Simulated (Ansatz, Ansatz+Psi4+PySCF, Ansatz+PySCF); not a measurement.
```json
{"atom": "C", "x (Å)": "0.0000", "y (Å)": "0.0000", "z (Å)": "-0.7234"}
{"atom": "C", "x (Å)": "0.0000", "y (Å)": "0.0000", "z (Å)": "0.7234"}
{"atom": "H", "x (Å)": "0.0000", "y (Å)": "-0.9325", "z (Å)": "-1.3026"}
{"atom": "H", "x (Å)": "0.0000", "y (Å)": "0.9325", "z (Å)": "-1.3026"}
{"atom": "H", "x (Å)": "-0.9325", "y (Å)": "0.0000", "z (Å)": "1.3026"}
{"atom": "H", "x (Å)": "0.9325", "y (Å)": "0.0000", "z (Å)": "1.3026"}
```

Basis set: cc-pVTZ (spherical functions). Frozen core: 2 orbitals. Charge 0, multiplicity 3.

Computed with Ansatz (development build ahead of 0.2.0); each method stands on the lowest determinant of its kind that the runs found.

The atomization energy at this shape (free ground-state atoms in the same class of orbitals less the molecule, no zero-point energy) of triplet C₂H₄:

| method | atomization energy |
| --- | --- |
| UHF-MP2 | 483.65 kcal/mol |

(1) What does UHF give?

## Answers

(1) 383.45 kcal/mol. Caution: another spin multiplicity may lie lower.
